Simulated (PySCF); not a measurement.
Shieldings and the share of exact exchange

Molecule: Oxetane (SMILES C1COC1).

Numbering as in the mapped SMILES `[CH2:1]1[CH2:2][O:3][CH2:4]1` (H(Xn): hydrogen on atom n).

GIAO shieldings (ppm, equivalent atoms averaged) in PySCF 2.14 on the PBE0-D3(BJ)/def2-SVP geometry, basis pcSseg-2, gas phase, non-relativistic:

| functional | exact exchange (%) | σ(C2/C4) | σ(O3) |
| --- | --- | --- | --- |
| BLYP | 0 | 95.2 | 296.2 |
| BP86 | 0 | 101.0 | 305.5 |
| PBE | 0 | 100.9 | 305.0 |
| B3LYP | 20 | 102.3 | 308.0 |
| PBE0 | 25 | 109.1 | 317.3 |
| mPW1PW91 | 25 | 108.4 | 316.0 |
| HF | 100 | 124.2 | 337.0 |

**Question.** Fit each shielding as a line in the percentage of exact exchange.

**Answer.** σ(C2/C4) = 99.7 + 0.25 x (rms 2.5 ppm); σ(O3) = 303.7 + 0.35 x (rms 3.9 ppm). The functionals also differ in their semilocal parts, which the line can't hold; Hartree–Fock has no correlation at all.

**Question.** What does the line predict for BHandHLYP (50 %), and what does the run give?

**Answer.** σ(C2/C4): 112.2 predicted, 111.0 computed; σ(O3): 321.2 predicted, 320.9 computed ppm.
